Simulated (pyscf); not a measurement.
This saddle point was located with ωB97X-D3(BJ)/def2-SVP in PySCF.

```xyz
11

O      0.2314    -0.8012    -0.0188
Si     0.6809     0.5411     0.8678
O      1.5163     1.6999     0.0835
H      0.8810    -1.4982    -0.1630
H      0.7354     2.2905    -0.3898
O     -0.7778     1.3822     0.9597
Si    -2.3937     0.8000     1.0082
H     -0.4530     2.3461    -0.3457
H     -2.4799    -0.2602     2.0443
H     -3.2392     1.9622     1.3762
H     -2.7761     0.2709    -0.3236
```

Surface: singlet, charge 0. Lowest wavenumbers (cm⁻¹): 1363i, 72, 106, 141, 192.

**Question.** What reaction is this the transition state of?

**Answer.** HO–Si:–OH [singlet] + silanol (HO–SiH₃) ⇌ O=Si(OH)–O–SiH₃ + hydrogen (H₂), a concerted two-bond exchange read from left to right: H–O, H–O broken and O–Si, H–H formed. At ωB97M-D3(BJ)/def2-TZVP it lies +2.93 eV from the left side and +3.55 eV from the right (each side as separated species at their lowest minima found). On the reactant side the descent ends in an adduct with a O–Si, O–Si contact (not fully relaxed), 0.19 eV under the separated species and 3.10 eV under the saddle at ωB97X-D3(BJ)/def2-TZVP. What is counted as formed (O–Si) is already present as a longer contact in the reactant adduct; forming that adduct is a step of its own. The same reactants have a lower exit, to HO–Si(OH)(OH)–SiH₃ (barrier +0.38 eV at ωB97M-D3(BJ)/def2-TZVP, against +2.93 eV here). This is the saddle that the search found; another between the same sides may lie lower. A restricted solution here is unstable towards spin polarisation, so biradical character is likely and single-reference numbers are less safe.
